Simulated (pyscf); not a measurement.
PySCF, gas phase, ωB97X-D3(BJ)/def2-SVP geometries.

**Question.** HS–Al(Cl)–Cl (SMILES [SH][Al]([Cl])[Cl]) + HCl (SMILES Cl) → H₂S (SMILES S) + Cl–Al(Cl)–Cl (SMILES [Cl][Al]([Cl])[Cl])
Surface: singlet. Broken: Al–S, Cl–H. Formed: H–S, Al–Cl. Give ΔE‡ and ΔE from PBE0-D3(BJ)/def2-TZVP, relative to the separated reactants.

**Answer.** ΔE‡ = -39.8 kJ/mol, ΔE = -39.0 kJ/mol. ωB97M-D3(BJ)/def2-TZVP gives -22.9 kJ/mol and -44.0 kJ/mol. Zero-point energy shifts the barrier by +1.1 kJ/mol. It is a four-centre exchange, with an imaginary mode of 364i cm⁻¹. On the reactant side the descent ends in an adduct with a Al–Cl contact, 43.7 kJ/mol under the separated species and 7.2 kJ/mol under the saddle at ωB97X-D3(BJ)/def2-TZVP. On the product side the descent ends in an adduct with a Al–S contact (not fully relaxed), 95.7 kJ/mol under the separated species and 99.2 kJ/mol under the saddle at ωB97X-D3(BJ)/def2-TZVP. At PBE0-D3(BJ) the saddle lies under the separated reactants, which points to a path from their complex (located at ωB97X-D3(BJ) alone). At PBE0-D3(BJ) the saddle lies under the separated products, which points to a path from their complex (located at ωB97X-D3(BJ) alone). What is counted as formed (Al–Cl) is already present as a longer contact in the reactant adduct; forming that adduct is a step of its own. What is counted as broken (Al–S) persists as a longer contact in the product adduct; parting that adduct is a step of its own. At ωB97X-D3(BJ) the barrier from the zero used here is -36.5 kJ/mol. This is the saddle that the search found; another between the same sides may lie lower.
